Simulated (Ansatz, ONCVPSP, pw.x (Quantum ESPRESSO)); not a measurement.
# What a changed setting does to a pw.x run (bcc Mo)

Potential: optimised norm-conserving Vanderbilt (ONCV), ONCVPSP 4.0.1.1 (patched build), PBE; core [Ar] 3d10, reference 4s2 4p6 4d5 5s1; waves: 4s+5s: rc 1.90 bohr, ncon 3, nbas 6, qcut 4.8 1/bohr, 2 projectors; 4p: rc 1.55 bohr, ncon 5, nbas 8, qcut 8.5 1/bohr, 2 projectors, debl 3.5 Ha; 4d: rc 1.80 bohr, ncon 3, nbas 7, qcut 5.9 1/bohr, 3 projectors, debl 2.4 Ha; local part: polynomial inside 1.10 bohr (lpopt 5, dvloc0 6 Ha); core correction: Teter function, fcfact 3.25, rcfact 1.65.

The reference run (k-mesh 15³, cutoffs 80/320 Ry, Fermi–Dirac 0.01 Ry, mixing_beta 0.4, conv_thr 1e-9, no spin) gives -0.45 GPa at 15.802 Å³/atom, where all-electron LAPW gives -0.00 GPa. This run, with its own iteration cap, changes nbnd to 19.

```
&control
  calculation='scf', prefix='x', pseudo_dir='./', outdir='./tmp', tstress=.true., disk_io='none'
/
&system
  ibrav=0, nat=1, ntyp=1, ecutwfc=80, ecutrho=320, nbnd=19,
  occupations='smearing', smearing='fd', degauss=0.01
/
&electrons
  conv_thr=1e-09, mixing_beta=0.4, electron_maxstep=50
/
ATOMIC_SPECIES
Mo 1.0 Mo.UPF
CELL_PARAMETERS angstrom
  -1.58082582 1.58082582 1.58082582
  1.58082582 -1.58082582 1.58082582
  1.58082582 1.58082582 -1.58082582
ATOMIC_POSITIONS crystal
Mo 0.0000 0.0000 0.0000
K_POINTS automatic
15 15 15 0 0 0
```

```bash
pw.x < Mo.scf.in > Mo.scf.out
```

Q: How does the run end?

A: It converges in 8 iterations; the free energy moves by +0.0 meV/atom and the pressure by -0.01 GPa. The result is that of the reference run.

```
Message from routine setup:
     using ibrav=0 with symmetry is DISCOURAGED, use correct ibrav instead
     lattice parameter (alat)  =       5.1742  a.u.
     unit-cell volume          =     106.6372 (a.u.)^3
     number of electrons       =        14.00
     number of Kohn-Sham states=           19
     kinetic-energy cutoff     =      80.0000  Ry
     charge density cutoff     =     320.0000  Ry
     scf convergence threshold =      1.0E-09
     Exchange-correlation= PBE
     number of k points=   120  Fermi-Dirac smearing, width (Ry)=  0.0100
     iteration #  1     ecut=    80.00 Ry     beta= 0.40
     total energy              =    -146.11353493 Ry
     estimated scf accuracy    <       0.12801229 Ry
     iteration #  2     ecut=    80.00 Ry     beta= 0.40
     total energy              =    -146.12106086 Ry
     estimated scf accuracy    <       0.01269566 Ry
     iteration #  3     ecut=    80.00 Ry     beta= 0.40
     total energy              =    -146.12235814 Ry
     estimated scf accuracy    <       0.00104843 Ry
     iteration #  4     ecut=    80.00 Ry     beta= 0.40
     total energy              =    -146.12240543 Ry
     estimated scf accuracy    <       0.00001867 Ry
     iteration #  5     ecut=    80.00 Ry     beta= 0.40
     total energy              =    -146.12240852 Ry
     estimated scf accuracy    <       0.00000142 Ry
     iteration #  6     ecut=    80.00 Ry     beta= 0.40
     total energy              =    -146.12240869 Ry
     estimated scf accuracy    <       0.00000003 Ry
     iteration #  7     ecut=    80.00 Ry     beta= 0.40
     total energy              =    -146.12240869 Ry
     estimated scf accuracy    <          5.0E-09 Ry
     iteration #  8     ecut=    80.00 Ry     beta= 0.40
     the Fermi energy is    20.9648 ev
!    total energy              =    -146.12240869 Ry
     estimated scf accuracy    <          1.7E-10 Ry
     smearing contrib. (-TS)   =      -0.00304518 Ry
     The total energy is F=E-TS. E is the sum of the following terms:
     one-electron contribution =     -18.23919851 Ry
     hartree contribution      =      18.36181373 Ry
     xc contribution           =     -26.85606064 Ry
     ewald contribution        =    -119.38591808 Ry
     convergence has been achieved in   8 iterations
          total   stress  (Ry/bohr**3)                   (kbar)     P=       -4.57
     Message from routine punch:
     Nothing written, as per user request (disk_io='none')
```

The run took about 30 s on one core of a shared host (Neoverse-V2, 96 threads, 742 GiB, load 35).
